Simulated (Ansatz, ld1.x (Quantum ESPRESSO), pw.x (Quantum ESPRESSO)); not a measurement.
**What a changed setting does to a pw.x run (bcc W)**

Potential: PAW, ld1.x (Quantum ESPRESSO) 7.5, PBE; core [Kr] 4d10 4f14, reference 5s2 5p6 5d4 6s2 6p0; waves: 5s (bound): rcut 1.75, rcutus 2.15 bohr; 6s (bound): rcut 1.75, rcutus 2.15 bohr; 5p (bound): rcut 1.65, rcutus 1.85 bohr; 6p (bound, empty): rcut 1.65, rcutus 1.85 bohr; 5d (bound): rcut 1.70, rcutus 2.30 bohr; 5d channel at 3.55 Ry: rcut 1.70, rcutus 2.30 bohr; local part: all-electron potential smoothed inside 1.55 bohr (lloc = -2); core correction: Bessel-smoothed model core inside 1.05 bohr; augmentation: BESSEL, radius 1.85 bohr.

The reference run (k-mesh 14³, cutoffs 55/440 Ry, Fermi–Dirac 0.01 Ry, mixing_beta 0.4, conv_thr 1e-9, no spin) gives -2.68 GPa at 16.130 Å³/atom, where all-electron LAPW gives 0.30 GPa. This run, with its own iteration cap, changes ecutwfc to 3, a wrong or extreme entry chosen on purpose.

```
&control
  calculation='scf', prefix='x', pseudo_dir='./', outdir='./tmp', tstress=.true., disk_io='none'
/
&system
  ibrav=0, nat=1, ntyp=1, ecutwfc=3, ecutrho=440, nbnd=15,
  occupations='smearing', smearing='fd', degauss=0.01
/
&electrons
  conv_thr=1e-09, mixing_beta=0.4, electron_maxstep=70
/
ATOMIC_SPECIES
W 1.0 W.UPF
CELL_PARAMETERS angstrom
  -1.59168867 1.59168867 1.59168867
  1.59168867 -1.59168867 1.59168867
  1.59168867 1.59168867 -1.59168867
ATOMIC_POSITIONS crystal
W 0.0000 0.0000 0.0000
K_POINTS automatic
14 14 14 0 0 0
```

```bash
pw.x < W.scf.in > W.scf.out
```

**Question.** How does the run end?

**Answer.** It stops with "memory_report: more bands than PWs!".

```
Message from routine setup:
     using ibrav=0 with symmetry is DISCOURAGED, use correct ibrav instead
     lattice parameter (alat)  =       5.2098  a.u.
     unit-cell volume          =     108.8506 (a.u.)^3
     number of electrons       =        14.00
     number of Kohn-Sham states=           15
     kinetic-energy cutoff     =       3.0000  Ry
     charge density cutoff     =     440.0000  Ry
     scf convergence threshold =      1.0E-09
     Exchange-correlation= SLA  PW   PBX  PBC
     number of k points=   104  Fermi-Dirac smearing, width (Ry)=  0.0100
     Error in routine memory_report (1):
     more bands than PWs!
```

The run took about 0.1 s on one core of a shared host (Neoverse-V2, 96 threads, 742 GiB, load 62).
